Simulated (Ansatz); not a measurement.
Compare A (`C/C=C\C#N`) with its isomer B (`C=C1CC1=N`).

Calculated with Ansatz (gas phase, PBE0-D4/def2-TZVP geometries, no zero-point term in ΔE). CCSD(T)/CBS adds triple-zeta CCSD(T) − MP2 to the extrapolated MP2 energy (def2 sets, frozen cores). This one scheme is used for every species. DFT in def2-TZVPP. B3LYP here is the variant with VWN-RPA as its local correlation; programs differ in this. One conformer a species, not always the lowest.

Which is lower in electronic energy at CCSD(T)/CBS, and by how much? (An estimate is asked.)

Computed: A, by 50.6 kcal/mol.

Give E(B) − E(A) in kcal/mol with B2PLYP, LDA (SPW92), B3LYP-D4, CCSD(T)/def2-TZVPP, MP2/def2-TZVPP, r2SCAN-D4, ωB97M-V. (Estimate.)

The calculation gave: B2PLYP 51.0, LDA (SPW92) 37.3, B3LYP-D4 47.8, CCSD(T)/def2-TZVPP 51.5, MP2/def2-TZVPP 53.1, r2SCAN-D4 44.9, ωB97M-V 48.2. None reverses the order clearly.

Does the order hold for the free energy at 298.15 K (harmonic terms from PBE0-D4)? (Estimate.)

Ansatz gave: Yes: G(B) − G(A) = +50.7 kcal/mol, for one conformer each.

Largest T1 diagnostic: 0.013.

Leaving LDA and LC-ωPBE aside and taking each functional with its dispersion term where it has one, the values, not all of them listed here, spread over 9.3 kcal/mol, from PBE-D4 to B2PLYP. LDA lies −4.4 kcal/mol from PBE without D4. From BLYP to BHLYP (50 % exact exchange), in def2-TZVPP and without D4, E(B) − E(A) moves by +2.8 kcal/mol.
